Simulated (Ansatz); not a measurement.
This geometry of CH₃OSi (6 atoms, charge -1, multiplicity 1) is a first-order saddle point.

Level of theory: RKS PBE-D4/def2-SVP in Ansatz 0.2.0.

```xyz
6
Properties=species:S:1:pos:R:3
C -0.544 0.719 -0.610
Si 0.348 -0.322 0.556
O 1.007 -1.762 0.607
H -1.450 0.158 -0.959
H 0.088 0.845 -1.528
H 0.551 0.363 1.934
```

Question: Which two structures does it join? (They come from a converged band through this point; their orientation in space is the band's.)

Answer: No bond is made or broken. The dihedral H5–C1–Si2–O3 goes from -180 to 0°. The two ends are copies of one structure, up to a mirror image or an exchange of like atoms.

First end point:

```xyz
6
Properties=species:S:1:pos:R:3
C -0.494 0.384 -0.716
Si 0.383 -0.432 0.559
O 0.630 -1.948 0.947
H -1.062 -0.119 -1.518
H -0.497 1.490 -0.747
H 1.040 0.624 1.474
```

Last end point:

```xyz
6
Properties=species:S:1:pos:R:3
C -0.493 0.385 -0.715
Si 0.384 -0.432 0.559
O 0.631 -1.949 0.947
H -0.499 1.490 -0.747
H -1.061 -0.119 -1.518
H 1.039 0.625 1.474
```

Question: How far does it lie above each of them?

Answer: 0.96 eV above the first and 0.96 eV above the second. This is the barrier of this one path; another mechanism may lie lower. Limits of this set-up: an anion without diffuse functions.

Time of the run: 49 s on 1 thread of Arm Neoverse V2, on a shared host, peak memory 0.11 GiB.
